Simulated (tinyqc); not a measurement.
Inside a calculation. Method: Hueckel theory of the pi electrons, for the molecule c1ccoc1 (SMILES; centres numbered as the heavy atoms are written). Computed by tinyqc, a small Python program that keeps every step. Settings: charge = 0. Command: `OMP_NUM_THREADS=1 python tinyqc.py 28813 28814 out.jsonl` (the two numbers bound the seeds that draw the settings). One thread of a shared host (Intel(R) Xeon(R) Processor @ 2.60GHz), about 0.01 s of CPU time with the checks.

## The Hueckel matrix

Centres:
```
centre  z_r, pi electrons of the neutral centre         h
1C                                            1  0.000000
2C                                            1  0.000000
3C                                            1  0.000000
4O                                            2  2.000000
5C                                            1  0.000000
```

Bonds:
```
i  j         k
1  2         1
2  3         1
3  4  0.800000
4  5  0.800000
5  1         1
```

H_rr = alpha + h_r beta, H_rs = k_rs beta for bonded centres.

Hueckel matrix in units of beta (H = alpha + beta A), lower triangle:
```
          1C        2C        3C        4O        5C
1C  0.000000
2C  1.000000  0.000000
3C  0.000000  1.000000  0.000000
4O  0.000000  0.000000  0.800000  2.000000
5C  1.000000  0.000000  0.000000  0.800000  0.000000
```

## Orbitals

pi electrons, sum of z_r less the charge = 6

Diagonalise; E = alpha + x beta with beta < 0, so the largest x are filled first; degenerate levels share their electrons. P = sum n_i c_ri c_si; each orbital has its largest coefficient positive (the first on a tie).

x values: 2.633325  1.314348  0.618034  -0.947674  -1.618034

occupations: 2.000000  2.000000  2.000000  0.000000  0.000000

coefficients:
```
         MO1        MO2        MO3        MO4        MO5
1C  0.202601   0.604595  -0.371748  -0.305644   0.601501
2C  0.202601   0.604595   0.371748  -0.305644  -0.601501
3C  0.330913   0.190053   0.601501   0.595295   0.371748
4O  0.836002  -0.443498   0.000000  -0.323127   0.000000
5C  0.330913   0.190053  -0.601501   0.595295  -0.371748
```

charge and bond-order matrix P, lower triangle:
```
           1C         2C         3C        4O        5C
1C   1.089557
2C   0.536770   1.089557
3C  -0.083317   0.811110   1.014854
4O  -0.197524  -0.197524   0.384711  1.791178
5C   0.811110  -0.083317  -0.432359  0.384711  1.014854
```

## Energy, charges, bond orders

E = sum n x; q_r = z_r - P_rr; bond order p = P_rs; free valence = sqrt(3) - sum of p over the bonds of the atom.

pi energy = 6 alpha + this times beta = 9.131415

pi charges: 1C -0.089557, 2C -0.089557, 3C -0.014854, 4O 0.208822, 5C -0.014854

Bond orders and lengths from R = 1.517 - 0.180 p (angstrom, C-C alone):
```
bond         p         R
1-2   0.536770  1.420381
2-3   0.811110  1.371000
3-4   0.384711         -
4-5   0.384711         -
5-1   0.811110  1.371000
```

free valence of the carbons: 1C 0.384170, 2C 0.384170, 3C 0.536229, 5C 0.536229

gap between the highest filled and the next level = 1.565708 |beta|
